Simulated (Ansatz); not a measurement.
**C₂H₇Si radical: a ladder of functionals and wavefunction methods**

The task here is to estimate one member of a computed series from the others.

The runs use Ansatz 0.2.0, Gaussian basis; functionals in def2-TZVPP, the program's frozen cores in correlated methods.

Levels to be run: LDA (SPW92), PBE-D4, revPBE-D4, BLYP-D4, r2SCAN-D4, B97M-V, PBE0-D4, B3LYP-D4, r2SCANh-D4, r2SCAN0-D4, HSE06-D4, BHLYP-D4, CAM-B3LYP-D4, LC-ωPBE, ωB97X-V, ωB97M-V, B2PLYP, PBE-QIDH; CCSD(T)/def2-SVP; MP2/def2-TZVPP; MP2/def2-QZVPP; RPA on PBE.

1 further run of the same task is left out (it didn't finish).

## The relaxed structure

An earlier PBE0-D4 in a triple-zeta def2 set relaxation fixed the geometry.

SMILES `CC[SiH2]`, 10 atoms, charge 0, spin multiplicity 2.

Atoms are counted from 1 here; the program's logs count them from 0.

Bond lengths: C1–C2 1.529 Å, C1–H4 1.094 Å, C1–H5 1.093 Å, C1–H6 1.093 Å, C2–Si3 1.882 Å, C2–H7 1.095 Å, C2–H8 1.095 Å, Si3–H9 1.492 Å, Si3–H10 1.492 Å. Angles: C2–C1–H4 111.2°, C2–C1–H5 111.4°, C2–C1–H6 111.4°, H4–C1–H5 107.6°, H4–C1–H6 107.6°, H5–C1–H6 107.4°, C1–C2–Si3 113.1°, C1–C2–H7 110.5°, C1–C2–H8 110.5°, Si3–C2–H7 108.2°, Si3–C2–H8 108.2°, H7–C2–H8 106.2°, C2–Si3–H9 111.4°, C2–Si3–H10 111.4°, H9–Si3–H10 109.0°.

Set-up of the first run:

in.yaml reads:

```yaml
crystal:
  periodic: [false, false, false]
  atoms:
    - {symbol: C, position_ang: [-0.795571, 0.528437, -0.645627]}
    - {symbol: C, position_ang: [-0.153587, -0.745637, -0.096394]}
    - {symbol: Si, position_ang: [1.313798, -0.405261, 1.031265]}
    - {symbol: H, position_ang: [-1.643597, 0.295430, -1.296349]}
    - {symbol: H, position_ang: [-0.082265, 1.114683, -1.229984]}
    - {symbol: H, position_ang: [-1.163455, 1.168885, 0.159630]}
    - {symbol: H, position_ang: [0.186425, -1.386662, -0.915935]}
    - {symbol: H, position_ang: [-0.887505, -1.332508, 0.464953]}
    - {symbol: H, position_ang: [0.908777, 0.394105, 2.224362]}
    - {symbol: H, position_ang: [2.399981, 0.317229, 0.306881]}
basis:
  gaussian: {orbitals: def2-TZVPP}
magnetization: {spin_polarized: true, initial_magnetization: 1}
hamiltonian: {xc: lda}
output: {orbitals: {seedname: orbitals}}
```

Among the steps run: LDA; PBE-D4 (GGA); revPBE-D4 (GGA); BLYP-D4 (GGA); r2SCAN-D4 (meta-GGA); B97M-V (meta-GGA); PBE0-D4 (hybrid); B3LYP-D4 (hybrid); r2SCANh-D4 (hybrid); r2SCAN0-D4 (hybrid); HSE06-D4 (hybrid); BHLYP-D4 (hybrid); CAM-B3LYP-D4 (range-separated); LC-ωPBE-D4 (range-separated; the results give it without D4); ωB97X-V (range-separated); ωB97M-V (range-separated); B2PLYP (double hybrid); PBE-QIDH (double hybrid).

One of the session's tables, all rows but one given; the rest of the session is left out.

It belongs to the step «Orbital energies across the functionals». 

| functional | HOMO (eV) | LUMO (eV) | gap (eV) |
| --- | --- | --- | --- |
| LDA (SPW92) | -4.75 | -3.49 | 1.26 |
| PBE-D4 | -4.79 | -3.03 | 1.76 |
| revPBE-D4 | -4.78 | -2.88 | 1.90 |
| BLYP-D4 | -4.57 | -3.08 | 1.49 |
| r2SCAN-D4 | -5.13 | -2.55 | 2.57 |
| B97M-V | -4.85 | -3.31 | 1.54 |
| PBE0-D4 | ? | ? | ? |
| B3LYP-D4 | -5.59 | -2.51 | 3.08 |
| r2SCANh-D4 | -5.53 | -2.26 | 3.27 |
| r2SCAN0-D4 | -6.13 | -1.83 | 4.30 |
| HSE06-D4 | -5.49 | -2.48 | 3.01 |
| BHLYP-D4 | -6.78 | -1.33 | 5.44 |
| CAM-B3LYP-D4 | -7.08 | -1.25 | 5.83 |
| LC-ωPBE | -8.54 | 0.21 | 8.75 |
| ωB97X-V | -8.01 | -0.36 | 7.64 |
| ωB97M-V | -7.64 | -0.50 | 7.14 |

Q: Estimate the row for PBE0-D4 from the others.

The run gave: HOMO (eV): -5.89; LUMO (eV): -2.10; gap (eV): 3.79. In the column «HOMO (eV)» it lies between r2SCAN0-D4 (-6.13) and B3LYP-D4 (-5.59).
